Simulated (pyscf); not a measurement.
7 gas-phase steps of one pattern: four-centre exchange on the singlet surface, H–H + O–Si broken and H–O + H–Si formed. Single points on ωB97X-D3(BJ)/def2-SVP structures (PySCF, gas phase). Electronic energies in kcal/mol, from the separated reactants; ΔE‡ and ΔE at ωB97M-D3(BJ)/def2-TZVP. Rows were drawn at random from the steps of this pattern with a verified saddle, stable references and no exit in the data more than 5 kcal/mol lower.

| row | step | ΔE | ΔE‡ |
|---|---|---|---|
| 1 | HO–SiH₂–Si(F)(SiH₃)–SiH₃ + H₂ -> F–Si(SiH₃)(SiH₃)–SiH₃ + H₂O | +13.5 | 50.0 |
| 2 | HO–SiH₂–Si(SiH₃)(SiH₃)–Cl + H₂ -> H₃Si–Si(SiH₃)(SiH₃)–Cl + H₂O | +14.1 | 49.9 |
| 3 | H₃C–Al(OH)–O–Al(OH)–O–SiH₃ + H₂ → H₃C–Al(OH)–O–Al(OH)–OH + SiH₄ | +20.2 | 48.0 |
| 4 | H₂N–Si(NH₂)(OH)–Cl + H₂ -> H₂N–SiH(NH₂)–Cl + H₂O | +23.9 | 56.3 |
| 5 | HO–Si(OH)(OH)–OH + H₂ → HO–SiH(OH)–OH + H₂O | +24.7 | ? |
| 6 | HO–SiH₂–O–Si(OH)(OH)–F + H₂ -> HO–Si(OH)(OH)–F + HO–SiH₃ | +27.3 | 57.1 |
| 7 | HO–SiH₂–O–Ti(Cl)(Cl)–Cl + H₂ → HO–Ti(Cl)(Cl)–Cl + HO–SiH₃ | +27.8 | 56.0 |

**Question.** From a straight line through the complete rows, estimate the missing barrier and say how far the line can be trusted.

**Answer.** Over the 6 complete rows the means are +21.1 (ΔE) and 52.9 (ΔE‡); least squares gives b = 0.52 and a = 41.9 kcal/mol, with residuals of 2.1 kcal/mol (root mean square; largest 4.4, row 3). For row 5: 41.9 + 0.52 × (+24.7) = 54.7 kcal/mol. The computed barrier is 53.4 kcal/mol, 1.3 under the line. The scatter is large against the spread of the barriers, so the line says little here. Each barrier is that of the saddle found.
